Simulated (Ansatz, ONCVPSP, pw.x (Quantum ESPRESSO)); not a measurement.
## What a changed setting does to a pw.x run (diamond Ge)

Potential: optimised norm-conserving Vanderbilt (ONCV), ONCVPSP 4.0.1.1 (patched build), PBE; core [Ar] 3d10, reference 4s2 4p2; waves: 4s: rc 1.65 bohr, ncon 5, nbas 9, qcut 4.8 1/bohr, 1 projector; 4p: rc 2.30 bohr, ncon 3, nbas 7, qcut 2.9 1/bohr, 1 projector; d scattering state at 0.45 Ha: rc 2.25 bohr, ncon 3, nbas 7, qcut 3.7 1/bohr, 1 projector; local part: polynomial inside 1.38 bohr (lpopt 5, dvloc0 0 Ha); core correction: none.

The reference run (k-mesh 8³, cutoffs 35/140 Ry, Fermi–Dirac 0.01 Ry, mixing_beta 0.4, conv_thr 1e-9, no spin) gives -0.32 GPa at 23.951 Å³/atom, where all-electron LAPW gives 0.00 GPa. This run, with its own iteration cap, changes k-mesh points per axis to 6.

```
&control
  calculation='scf', prefix='x', pseudo_dir='./', outdir='./tmp', tstress=.true., disk_io='none'
/
&system
  ibrav=0, nat=2, ntyp=1, ecutwfc=35, ecutrho=140, nbnd=11,
  occupations='smearing', smearing='fd', degauss=0.01
/
&electrons
  conv_thr=1e-09, mixing_beta=0.4, electron_maxstep=50
/
ATOMIC_SPECIES
Ge 1.0 Ge.UPF
CELL_PARAMETERS angstrom
  0.00000000 2.88253474 2.88253474
  2.88253474 0.00000000 2.88253474
  2.88253474 2.88253474 0.00000000
ATOMIC_POSITIONS crystal
Ge 0.0000 0.0000 0.0000
Ge 0.2500 0.2500 0.2500
K_POINTS automatic
6 6 6 0 0 0
```

```bash
pw.x < Ge.scf.in > Ge.scf.out
```

Q: How does the run end?

A: It converges in 7 iterations; the free energy moves by +15.8 meV/atom and the pressure by +0.12 GPa.

```
Message from routine setup:
     using ibrav=0 with symmetry is DISCOURAGED, use correct ibrav instead
     lattice parameter (alat)  =       7.7035  a.u.
     unit-cell volume          =     323.2587 (a.u.)^3
     number of electrons       =         8.00
     number of Kohn-Sham states=           11
     kinetic-energy cutoff     =      35.0000  Ry
     charge density cutoff     =     140.0000  Ry
     scf convergence threshold =      1.0E-09
     Exchange-correlation= PBE
     number of k points=    16  Fermi-Dirac smearing, width (Ry)=  0.0100
     iteration #  1     ecut=    35.00 Ry     beta= 0.40
     total energy              =     -15.76399042 Ry
     estimated scf accuracy    <       0.03131854 Ry
     iteration #  2     ecut=    35.00 Ry     beta= 0.40
     total energy              =     -15.76308087 Ry
     estimated scf accuracy    <       0.00961970 Ry
     iteration #  3     ecut=    35.00 Ry     beta= 0.40
     total energy              =     -15.76344099 Ry
     estimated scf accuracy    <       0.00011652 Ry
     iteration #  4     ecut=    35.00 Ry     beta= 0.40
     total energy              =     -15.76346316 Ry
     estimated scf accuracy    <       0.00000250 Ry
     iteration #  5     ecut=    35.00 Ry     beta= 0.40
     total energy              =     -15.76346385 Ry
     estimated scf accuracy    <       0.00000023 Ry
     iteration #  6     ecut=    35.00 Ry     beta= 0.40
     total energy              =     -15.76346388 Ry
     estimated scf accuracy    <          4.7E-09 Ry
     iteration #  7     ecut=    35.00 Ry     beta= 0.40
     the Fermi energy is     5.1427 ev
!    total energy              =     -15.76346388 Ry
     estimated scf accuracy    <          2.8E-11 Ry
     smearing contrib. (-TS)   =      -0.00118268 Ry
     The total energy is F=E-TS. E is the sum of the following terms:
     one-electron contribution =       3.47967895 Ry
     hartree contribution      =       1.21069347 Ry
     xc contribution           =      -4.63007508 Ry
     ewald contribution        =     -15.82257853 Ry
     convergence has been achieved in   7 iterations
          total   stress  (Ry/bohr**3)                   (kbar)     P=       -1.99
     Message from routine punch:
     Nothing written, as per user request (disk_io='none')
```

The run took about 3.9 s on one core of a shared host (AMD EPYC 7R43 64-Core Processor, 256 threads, 1004 GiB, load 150).
